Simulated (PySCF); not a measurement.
Isomers of C3H5FS, one GFN2-xTB conformer each. Single-point energies are computed at PBE0/pcSseg-1 (PySCF, gas phase, no added dispersion term), electronic only.

```json
{"SMILES": "CC(=S)CF", "GFN2-xTB relative energy (kJ/mol)": "5.8"}
{"SMILES": "F[C@@H]1C[C@H]1S", "GFN2-xTB relative energy (kJ/mol)": "27.8"}
{"SMILES": "FC[C@H]1CS1", "GFN2-xTB relative energy (kJ/mol)": "0.0"}
{"SMILES": "CS/C=C\\F", "GFN2-xTB relative energy (kJ/mol)": "47.3"}
```

Conformers: `[CH3:1][C:2](=[S:3])[CH2:4][F:5]` with C1–C2–C4–F5 0°; `[F:1][C@@H:2]1[CH2:3][C@H:4]1[SH:5]` with C3–C4–S5–H 146°; `[F:1][CH2:2][C@H:3]1[CH2:4][S:5]1` with F1–C2–C3–C4 86°; `[CH3:1][S:2]/[CH:3]=[CH:4]\[F:5]` with C1–S2–C3–C4 0°.

Task: What does PBE0/pcSseg-1 give for the same structures?

Result: 
```json
{"SMILES": "CC(=S)CF", "PBE0/pcSseg-1 E (Eh)": "-614.92031", "PBE0/pcSseg-1 (kJ/mol)": "0.0", "GFN2-xTB (kJ/mol)": "5.8", "point group": "Cs"}
{"SMILES": "FC[C@H]1CS1", "PBE0/pcSseg-1 E (Eh)": "-614.91913", "PBE0/pcSseg-1 (kJ/mol)": "3.1", "GFN2-xTB (kJ/mol)": "0.0", "point group": "C1"}
{"SMILES": "CS/C=C\\F", "PBE0/pcSseg-1 E (Eh)": "-614.90815", "PBE0/pcSseg-1 (kJ/mol)": "31.9", "GFN2-xTB (kJ/mol)": "47.3", "point group": "Cs"}
{"SMILES": "F[C@@H]1C[C@H]1S", "PBE0/pcSseg-1 E (Eh)": "-614.90353", "PBE0/pcSseg-1 (kJ/mol)": "44.1", "GFN2-xTB (kJ/mol)": "27.8", "point group": "C1"}
```

GFN2-xTB puts FC[C@H]1CS1 lowest instead; measured from each level's own lowest isomer, the values differ by up to 16.3 kJ/mol (F[C@@H]1C[C@H]1S: 27.8 against 44.1). As drawn, the lowest has a C=S bond, which the highest lacks; the highest has a three-membered ring and an S–H bond, which the lowest lacks. Neighbours under 10 kJ/mol apart (CC(=S)CF and FC[C@H]1CS1) can change places with a better method, another conformer or zero-point energy.

Task: Which frontier levels, dipoles and rotational constants go with these structures?

Result: 
```json
{"SMILES": "CC(=S)CF", "HOMO (eV, PBE0/pcSseg-1)": "-6.68", "LUMO (eV)": "-2.24", "dipole (D)": "1.08", "A, B, C (MHz)": "7927, 2509, 1952"}
{"SMILES": "FC[C@H]1CS1", "HOMO (eV, PBE0/pcSseg-1)": "-6.90", "LUMO (eV)": "0.06", "dipole (D)": "0.42", "A, B, C (MHz)": "11358, 2253, 2027"}
{"SMILES": "CS/C=C\\F", "HOMO (eV, PBE0/pcSseg-1)": "-6.19", "LUMO (eV)": "0.43", "dipole (D)": "0.40", "A, B, C (MHz)": "6773, 3058, 2136"}
{"SMILES": "F[C@@H]1C[C@H]1S", "HOMO (eV, PBE0/pcSseg-1)": "-7.02", "LUMO (eV)": "0.50", "dipole (D)": "0.17", "A, B, C (MHz)": "10280, 2224, 1990"}
```
